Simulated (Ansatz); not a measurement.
# BH4 (doublet): from Hartree-Fock to the top rungs at distance B1–H4 along a hydrogen transfer = 1.266 Å, 6-31G

Aim: climb from Hartree-Fock through coupled cluster and multireference methods for BH4 (doublet) at one geometry and basis, and see what each rung misses.

The runs use Ansatz 0.2.0, Gaussian basis; 6-31G, core rule «outside noble gas», up to 1 orbitals frozen.

The runs, in order: UHF; CCSD(T) on ROHF; CCSD(T) on UHF; BCCD(T) on ROHF; CISD; CCSDT(Q) on ROHF; CCSDT(Q) on UHF; CISDTQ; CCSDTQ on ROHF; CCSDTQ on UHF; CASSCF and MRCISD+Q, 3 electrons in 3 orbitals; CASSCF and NEVPT2, 3 electrons in 3 orbitals; CASSCF and MRCISD+Q, 7 electrons in 8 orbitals; CASSCF and NEVPT2, 7 electrons in 8 orbitals; Full CI.

4 further runs of the same task are left out: 4 that didn't finish.

### Step 1. What is computed

The geometry derives from fragments relaxed apart (PBE0/def2-TZVP) and kept rigid, so it is no stationary point. A hydrogen atom is moved between rigid fragments.

5 atoms, charge 0, spin multiplicity 2.

Atoms are counted from 1 here; the program's logs count them from 0.

Bond lengths: B1–H2 1.193 Å, B1–H3 1.193 Å, B1–H4 1.266 Å. Angles: H2–B1–H3 120.0°, H2–B1–H4 120.0°, H3–B1–H4 120.0°.

### Step 2. UHF

Contents of in.yaml:

```yaml
crystal:
  periodic: [false, false, false]
  atoms:
    - {symbol: B, position_ang: [-0.171232, 0.000000, 0.000000]}
    - {symbol: H, position_ang: [-0.767965, 1.033571, 0.000000]}
    - {symbol: H, position_ang: [-0.767965, -1.033571, 0.000000]}
    - {symbol: H, position_ang: [1.094768, 0.000000, 0.000000]}
    - {symbol: H, position_ang: [2.277768, 0.000000, 0.000000]}
basis:
  gaussian: {orbitals: 6-31G}
magnetization: {spin_polarized: true, initial_magnetization: 1}
hamiltonian: {xc: hf}
output: {orbitals: {seedname: orbitals}}
```

Command:

```bash
ansatz run in.yaml --threads 1 --pin off --events-out ev --progress --plain --max-ram 2393MiB
```

The runs that follow: CCSD(T) on ROHF; CCSD(T) on UHF; BCCD(T) on ROHF; CISD; CCSDT(Q) on ROHF; CCSDT(Q) on UHF; CISDTQ; CCSDTQ on ROHF; CCSDTQ on UHF; CASSCF and MRCISD+Q, 3 electrons in 3 orbitals; CASSCF and NEVPT2, 3 electrons in 3 orbitals; CASSCF and MRCISD+Q, 7 electrons in 8 orbitals; CASSCF and NEVPT2, 7 electrons in 8 orbitals; Full CI.

Q: Predict the results of all the runs planned. Wanted: FCI below the RHF energy; RMP2 from FCI; UMP2 from FCI; RCCSD from FCI; RCCSD(T) from FCI; UCCSD(T) from FCI; RCCSDT(Q) from FCI; UCCSDT(Q) from FCI; NEVPT2 pair from FCI.

**Answer**, as computed:

| quantity | value |
| --- | --- |
| FCI below the RHF energy | -2.2005 eV |
| RMP2 from FCI | +560.9 meV |
| UMP2 from FCI | +547.6 meV |
| RCCSD from FCI | +36.7 meV |
| RCCSD(T) from FCI | +9.7 meV |
| UCCSD(T) from FCI | +9.7 meV |
| RCCSDT(Q) from FCI | +0.2 meV |
| UCCSDT(Q) from FCI | +0.2 meV |
| NEVPT2 pair from FCI | +439.8 meV |
| NEVPT2 valence from FCI | +191.8 meV |
| MRCISD+Q valence from FCI | +6.5 meV |
| levels within 1 kcal/mol (43 meV) | RCCSD, UCCSD, RCCSD(T), UCCSD(T), BCCD(T), RCCSDT, UCCSDT, CISDTQ, RCCSDT(Q), UCCSDT(Q), RCCSDTQ, UCCSDTQ, MRCISD valence, MRCISD+Q valence |
| T1 diagnostic | 0.019 |
| effectively unpaired electrons | 1.02 |

What this shows: RCCSD(T) lands +9.7 meV from the yardstick (0.4 % of the correlation energy). One determinant dominates. Of the multireference levels listed MRCISD+Q valence comes nearest in total energy (+6.5 meV), which doesn't show that its space is the better one. These misses are within one basis, not against nature; the frozen cores of restricted and unrestricted runs differ, which can shift their rows.
